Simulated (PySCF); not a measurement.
## Beryllium: a sound run and one with changed settings

Sound run: Be [He] 2s2, Be⁺ [He] 2s1. All numbers are calculated (PySCF 2.14, scalar relativity by spin-free X2C-1e, in x2c-SVPall (3s2p, 9 functions)). In the sound run the correlated levels freeze 1s2. The sound run starts from symmetry-adapted Hartree-Fock orbitals and uses a fine grid where one is needed.

Changed run: basis STO-3G, all-electron and non-relativistic. This setting is unsound on purpose.

| species | method | sound run (hartree) | changed run (hartree) | converged |
| --- | --- | --- | --- | --- |
| Be | UHF | -14.55620 | -14.35188 | yes |
| Be | B3LYP | -14.65754 | -14.45101 | yes |
| Be | BP86 | -14.64410 | -14.43611 | yes |
| Be | MP2 | -14.57823 | -14.37567 | yes |
| Be | CCSD(T) | -14.60039 | -14.40333 | yes |
| Be⁺ | UHF | -14.26333 | -14.09784 | yes |
| Be⁺ | B3LYP | -14.32378 | -14.15225 | yes |
| Be⁺ | BP86 | -14.31065 | -14.13816 | yes |

Ionisation energy of Be:

```json
{"method": "UHF", "sound run (eV)": "7.970", "changed run (eV)": "6.913"}
{"method": "B3LYP", "sound run (eV)": "9.082", "changed run (eV)": "8.130"}
{"method": "BP86", "sound run (eV)": "9.074", "changed run (eV)": "8.107"}
{"method": "MP2", "sound run (eV)": "8.569", "changed run (eV)": "7.560"}
{"method": "SCS-MP2", "sound run (eV)": "8.689", "changed run (eV)": "7.690"}
{"method": "CCSD", "sound run (eV)": "9.172", "changed run (eV)": "8.313"}
{"method": "CCSD(T)", "sound run (eV)": "9.172", "changed run (eV)": "8.313"}
{"method": "CCSDT", "sound run (eV)": "9.172", "changed run (eV)": "8.313"}
{"method": "FCI", "sound run (eV)": "9.172", "changed run (eV)": "8.313"}
```

A minimal basis cannot let orbitals breathe on ionisation and holds almost no correlation. The Hamiltonian changed with the basis, so the totals do not compare.

For comparison, NIST gives 9.323 eV between the lowest levels.
